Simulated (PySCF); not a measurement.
Ionisation energies (eV) were calculated with PySCF 2.14 by PBE, MP2 (valence), UHF, in another order, as differences of total energies without spin-orbit coupling. The measured values are between term centres (NIST).

```json
{"species": "Be (dyall-acv3z, spin-free X2C)", "measured": "9.323", "A": "8.838", "B": "8.044", "C": "8.998"}
{"species": "B (dyall-acv3z, spin-free X2C)", "measured": "8.297", "A": "8.265", "B": "8.040", "C": "8.671"}
{"species": "C (dyall-acv3z, spin-free X2C)", "measured": "11.262", "A": "11.250", "B": "10.797", "C": "11.538"}
{"species": "O (dyall-acv3z, spin-free X2C)", "measured": "13.608", "A": "13.328", "B": "12.010", "C": "14.049"}
{"species": "F (dyall-acv3z, spin-free X2C)", "measured": "17.427", "A": "17.289", "B": "15.637", "C": "17.643"}
{"species": "Ne (dyall-acv3z, spin-free X2C)", "measured": "21.597", "A": "21.625", "B": "19.641", "C": "21.644"}
{"species": "P (dyall-acv3z, spin-free X2C)", "measured": "10.526", "A": "10.481", "B": "9.892", "C": "10.477"}
{"species": "Cl⁺ (dyall-acv3z, spin-free X2C)", "measured": "23.771", "A": "23.385", "B": "22.578", "C": "23.830"}
```

Problem. Which column is which method?

Solution. A is MP2 (valence) (mean error -0.17 eV); B is UHF (mean error -1.15 eV); C is PBE (mean error 0.13 eV). Valence MP2 in a finite basis recovers only part of the missing correlation, so it stays below experiment on average. Hartree-Fock lacks the correlation of the electron removed and comes out lowest. PBE, with gradient corrections, lies close to experiment on average, with errors of both signs.
